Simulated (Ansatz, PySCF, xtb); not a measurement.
Barrier height from CH3 (SMILES [CH3]) + C2H4 (SMILES C=C) to the transition structure C3H7, without zero-point energy, on the benchmark's geometries as Psi4's copy of the set gives them.
Transition structure (charge 0, multiplicity 2):
```xyz
10

C     -0.4721     0.6459     0.0000
C     -1.3826    -0.3639     0.0000
H     -0.2320     1.1646    -0.9173
H     -0.2323     1.1648     0.9172
H     -1.7271    -0.8098     0.9225
H     -1.7269    -0.8101    -0.9224
C      1.6120    -0.2422     0.0000
H      2.1952     0.6687    -0.0013
H      1.5894    -0.8096    -0.9186
H      1.5902    -0.8076     0.9200
```

Open shells are unrestricted; no spin–orbit coupling.

Codes used: Ansatz (Gaussian basis) for Hartree–Fock, density functionals and correlated methods; PySCF for the dispersion terms; xtb for the GFN methods. Values without a source in brackets are computed. The GFN methods have no spin term and hold the electronic entropy of 300 K.

Task: One of these levels gives -0.3 kJ/mol for the barrier height. Which one is it?
A. BLYP/def2-TZVPPD
B. GFN1-xTB
C. PBE-D3(BJ)/def2-TZVPPD
D. SVWN5/def2-TZVPPD

Result: C, PBE-D3(BJ)/def2-TZVPPD. The others give -26.5 (GFN1-xTB), -24.2 (SVWN5/def2-TZVPPD), 19.4 (BLYP/def2-TZVPPD)

Ansatz is a program for electronic structure.
